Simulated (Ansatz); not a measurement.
**Worked example: correlation energy of H₃O⁺, triplet**

Geometry: that of the H3O⁺, singlet, kept fixed. The singlet lies 11.1 eV lower here.

```tsv
atom	x (Å)	y (Å)	z (Å)
O	0.0002	-0.0001	-0.0419
H	0.9410	0.0142	0.2253
H	-0.4835	0.8094	0.2180
H	-0.4600	-0.8219	0.2221
```

Basis cc-pVDZ; Ansatz 0.2.0. Only valence electrons are correlated (noble-gas cores frozen), which leaves 8 electrons in 28 orbitals. Prefix R: restricted or restricted open-shell reference; prefix U: unrestricted.

Full CI isn't at hand for all of this; UCCSDT(Q) serves as the reference, and is uncertain by the last step of the cluster series or more.

UCCSD has a T1 diagnostic of 0.008 and a largest doubles amplitude of 0.03.

Runs differ by some tens of microhartree through their thresholds and, for an open shell, their frozen cores, so steps under 0.03 kcal/mol mean nothing.

| level | total energy (hartree) |
| --- | --- |
| UHF | -75.928650 |
| UMP2 | -76.098460 |
| UCCSD | -76.116624 |
| UCCSD(T) | -76.119994 |
| UCCSDT | -76.120392 |
| UCCSDT(Q) | -76.120633 |

Q: What is the correlation energy at UCCSDT(Q), and what share of it do UMP2 and UCCSD(T) recover?

A: E(corr) = -76.120633 − (-75.928650) = -0.191983 hartree = -5.224 eV. UMP2: -0.169810 / -0.191983 = 88.45 %. UCCSD(T): -0.191344 / -0.191983 = 99.67 %.

Q: By how many kcal/mol does UCCSD(T) miss UCCSDT(Q) (1 hartree = 627.509 kcal/mol), and which steps make up the rest?

A: -76.119994 − (-76.120633) = 0.000639 hartree = 0.40 kcal/mol. Steps: UCCSDT − UCCSD(T) = -0.25, UCCSDT(Q) − UCCSDT = -0.15 kcal/mol. That is within 1 kcal/mol of the reference in this basis, which itself misses far more of the correlation at the basis-set limit.
